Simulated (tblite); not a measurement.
# FH6NSi: the cost of one run

Computed with tblite 0.8.0 and PySCF 2.14.0; each step states its level. No surroundings beyond the atoms listed, unless a continuum is named. Atoms count from 0, parts from 1.

## 1. The system as given

9 atoms, charge 0, multiplicity 1; geometry: rigid parts in contact. Parts: 1 = atoms 0–4, `F[SiH3]`, charge 0; 2 = atoms 5–8, `N`, charge 0.

## 2. Bringing the parts together with GFN2-xTB

What the job is given:

```
{"job": {"kind": "dock", "xc": "GFN2-xTB", "basis": "xTB"}, "charge": 0, "multiplicity": 1, "parts": [{"atoms": "0-4", "charge": 0, "multiplicity": 1}, {"atoms": "5-8", "charge": 0, "multiplicity": 1}]}
Si     0.009146     0.092990     0.007634
F     -0.148982    -1.499863    -0.122568
H      1.433010     0.317910     0.197482
H     -0.499221     0.628168    -1.245177
H     -0.793954     0.460795     1.162630
N      1.240336     2.686812    -0.943939
H      1.859485     3.093287    -1.634531
H      0.312947     3.060183    -1.105313
H      1.545547     3.005781    -0.032566
```

Method: GFN2-xTB search for minima from random contacts, gas phase.

Command:

```
$ OMP_NUM_THREADS=1 python cluster_run.py task.json out
```

One launch serves the whole session: the jobs run in the order shown.

Q: Estimate the wall time of this first job on 1 thread of Arm Neoverse V1, shared host.

About 4.7 s.
